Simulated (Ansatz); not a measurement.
C₅H₆ (`C#CC(=C)C`). Charge 0, multiplicity 1. The geometry is a stationary point of PBE0-D4/def2-TZVP.

```xyz
11

C    -2.378   -0.305   -0.508
C    -1.230   -0.035   -0.269
C     0.141    0.227    0.019
C     0.604    1.478    0.057
C     1.004   -0.974    0.271
H    -3.396   -0.529   -0.721
H     1.647    1.676    0.276
H    -0.044    2.325   -0.128
H     0.997   -1.640   -0.596
H     0.624   -1.549    1.119
H     2.032   -0.676    0.479
```

**Question.** What is the dipole moment at ωB97M-V/def2-TZVPP? (Best estimate.)

**Answer.** Computed: 0.52 D, with components (0.46, -0.21, 0.11) D in this frame, pointing from negative to positive charge.

**Question.** And with PBE, r2SCAN, B3LYP? (An estimate is asked.)

**Answer.** The calculation gave: PBE 0.56 D, r2SCAN 0.57 D, B3LYP 0.54 D.

**Question.** Give the Mulliken charges with ωB97M-V, B3LYP, PBE in def2-TZVPP. (Estimate.)

**Answer.** Computed: 
| atom | ωB97M-V | B3LYP | PBE |
| --- | --- | --- | --- |
| C1 | 0.01 | 0.08 | 0.06 |
| C2 | -0.23 | -0.28 | -0.21 |
| C3 | -0.07 | -0.10 | -0.09 |
| C4 | -0.19 | -0.21 | -0.19 |
| C5 | -0.27 | -0.23 | -0.23 |
| H6 | 0.24 | 0.26 | 0.21 |
| H7 | 0.09 | 0.10 | 0.09 |
| H8 | 0.11 | 0.11 | 0.10 |
| H9 | 0.12 | 0.10 | 0.10 |
| H10 | 0.12 | 0.10 | 0.10 |
| H11 | 0.09 | 0.08 | 0.08 |

B3LYP here is the variant with VWN-RPA as its local correlation; programs differ in this.
